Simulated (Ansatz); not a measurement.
Elastic constant C12 (GPa) of 20 transition metals, computed with PBE (Ansatz, a quantum-chemistry and plane-wave program, PAW) and with PBEsol in Ansatz (plane waves, PAW). The set holds measured phases with no doubt noted on the run or the magnetic state but for the caveats below. 6 more of the class have both values but aren't in it, for one of these reasons: built or high-temperature cells, doubts on the run or the magnetic state, unlike cells, values of zero, layered or molecular crystals. Solids without a value at one level (not run, failed, or a magnetic order lost), or held back for tests, aren't counted.

All rows, in order of the shift (worked out from unrounded values):

```
solid           PBE  PBEsol  shift (%)
-------------  ----  ------  ---------
hcp Y          25.0    24.6       -1.8
double-hcp La  15.3    15.7       +2.8
hcp Sc         37.7    38.9       +3.1
hcp Hf         69.5    73.1       +5.3
hcp Zr         65.0    68.9       +6.0
hcp Re          266     285       +7.2
hcp Ti         82.7    89.4       +8.0
hcp Os          220     241       +9.5
hcp Tc          219     240       +9.8
fcc Ir          229     257      +12.1
hcp Ru          181     203      +12.5
hcp Co          169     194      +14.7
fcc Pt          219     252      +15.1
fcc Rh          179     208      +15.8
fcc Ni          157     184      +17.3
fcc Cu          123     147      +19.8
bcc Fe          147     177        +20
fcc Pd          152     184        +21
fcc Au          131     164        +26
fcc Ag         81.0     105        +30
```

The shift from PBE to PBEsol has a median of +12.3 %, and eight in ten lie between +3.1 % and +22 %; PBEsol is the larger in 19 of 20. Each level is at its own cell, so the shift holds the change of volume too.

Ansatz's runs of these crystals have no spin polarisation, but for bcc Fe, hcp Co, fcc Ni.

Density-functional runs with spin start from parallel moments for bcc Fe, parallel moments for hcp Co, parallel moments for fcc Ni.

Spin–orbit coupling is left out, also for the solids with elements from indium on (fcc Pt, hcp Os, double-hcp La, fcc Ir, hcp Re, hcp Hf, fcc Au); its size isn't shown.

Each level is taken at its own relaxed cell. Ansatz's density-functional and Hartree–Fock values are scalar-relativistic unless marked +SOC, with PAW data made under PBE.
